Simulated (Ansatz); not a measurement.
Relaxation of BH₃LiS (6 atoms, charge 1, multiplicity 1), to a largest force component of 0.02 eV/Å in at most 40 steps.

Method: RKS B3LYP/6-31G* in Ansatz.

```xyz
6
Properties=species:S:1:pos:R:3:forces:R:3
Li -2.412 -1.391 0.581 -0.28 -0.11 0.09
S -0.329 -0.656 -0.146 -0.33 -0.50 -0.05
B 0.586 0.824 0.118 0.20 0.68 0.25
H 0.453 -1.339 -0.973 0.14 -0.49 -0.35
H 1.613 0.958 -0.407 0.52 0.02 -0.28
H 0.090 1.604 0.827 -0.24 0.40 0.36
```

Task: Where does it end, and by what steps?

Result: The forces met the threshold. The force dipped under the threshold on the way, but the program's further checks kept it going. Limits of this set-up: the dipole of an ion depends on the origin. After 16 steps the energy has fallen by 0.090 eV; S2 moved furthest, 0.48 Å.

```json
{"step": "0", "energy less start (eV)": "0.0000", "largest force component (eV/Å)": "0.676", "accepted": "yes"}
{"step": "1", "energy less start (eV)": "-0.0611", "largest force component (eV/Å)": "0.397", "accepted": "yes"}
{"step": "2", "energy less start (eV)": "-0.0710", "largest force component (eV/Å)": "0.161", "accepted": "yes"}
{"step": "3", "energy less start (eV)": "-0.0711", "largest force component (eV/Å)": "0.093", "accepted": "yes"}
{"step": "4", "energy less start (eV)": "-0.0719", "largest force component (eV/Å)": "0.014", "accepted": "yes"}
{"step": "5", "energy less start (eV)": "-0.0719", "largest force component (eV/Å)": "0.007", "accepted": "yes"}
{"step": "6", "energy less start (eV)": "-0.0720", "largest force component (eV/Å)": "0.010", "accepted": "yes"}
{"step": "7", "energy less start (eV)": "-0.0723", "largest force component (eV/Å)": "0.037", "accepted": "yes"}
{"step": "8", "energy less start (eV)": "-0.0684", "largest force component (eV/Å)": "0.285", "accepted": "no"}
{"step": "9", "energy less start (eV)": "-0.0747", "largest force component (eV/Å)": "0.069", "accepted": "yes"}
{"step": "10", "energy less start (eV)": "-0.0764", "largest force component (eV/Å)": "0.167", "accepted": "yes"}
{"step": "11", "energy less start (eV)": "-0.0804", "largest force component (eV/Å)": "0.169", "accepted": "yes"}
{"step": "12", "energy less start (eV)": "-0.0848", "largest force component (eV/Å)": "0.104", "accepted": "yes"}
{"step": "13", "energy less start (eV)": "-0.0884", "largest force component (eV/Å)": "0.042", "accepted": "yes"}
{"step": "14", "energy less start (eV)": "-0.0885", "largest force component (eV/Å)": "0.090", "accepted": "yes"}
{"step": "15", "energy less start (eV)": "-0.0895", "largest force component (eV/Å)": "0.025", "accepted": "yes"}
{"step": "16", "energy less start (eV)": "-0.0897", "largest force component (eV/Å)": "0.003", "accepted": "yes"}
```

```xyz
6
Properties=species:S:1:pos:R:3
Li -2.464 -1.164 0.324
S -0.063 -0.882 0.182
B 0.568 0.827 0.135
H 0.455 -1.440 -0.932
H 1.365 1.120 -0.689
H 0.139 1.539 0.980
```

The run took 41 s on 1 thread of Arm Neoverse N1, with other jobs on the host, peak memory 0.12 GiB.
